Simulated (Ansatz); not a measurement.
```yaml
crystal:
  periodic: [false, false, false]
  atoms:
    - {symbol: F, position_ang: [0.000000, 0.000000, -1.634952]}
    - {symbol: Mg, position_ang: [0.000000, 0.000000, 0.053253]}
    - {symbol: H, position_ang: [0.000000, 0.000000, 1.581700]}
basis:
  gaussian: {orbitals: def2-TZVP}
hamiltonian: {xc: pbe0}
relax: {f_tol: 0.004, max_steps: 80}
```

```sh
$ ansatz run in.yaml --threads 1 --pin off --events-out ev --progress --plain --max-ram 2176MiB
```

Steps of the relaxation (energy above the last step; positions in Å, forces in eV/Å):

```
3
step 1, 209.9 meV
F     0.000    0.000   -1.635    0.000    0.000   -1.712
Mg    0.000    0.000    0.053    0.000    0.000   -0.435
H     0.000    0.000    1.582    0.000    0.000    2.147
```

```
3
step 2, 34.7 meV
F     0.000    0.000   -1.688    0.000    0.000   -0.955
Mg    0.000    0.000    0.027    0.000    0.000    0.351
H     0.000    0.000    1.661    0.000    0.000    0.604
```

```
3
step 3, 0.7 meV
F     0.000    0.000   -1.728    0.000    0.000   -0.176
Mg    0.000    0.000    0.019    0.000    0.000    0.187
H     0.000    0.000    1.709    0.000    0.000   -0.011
```

```
3
step 5, 0.0 meV
F     0.000    0.000   -1.733    0.000    0.000    0.000
Mg    0.000    0.000    0.023    0.000    0.000    0.000
H     0.000    0.000    1.710    0.000    0.000    0.000
```

Close pairs at the end: Mg2–H3 1.688 Å, F1–Mg2 1.756 Å.

A stationary point of restricted PBE0 after 5 steps (its stability towards spin polarisation wasn't tested); no frequencies were run, so it isn't proven a minimum. 4.2 s on 1 thread of Intel Xeon Platinum 8488C, shared host.
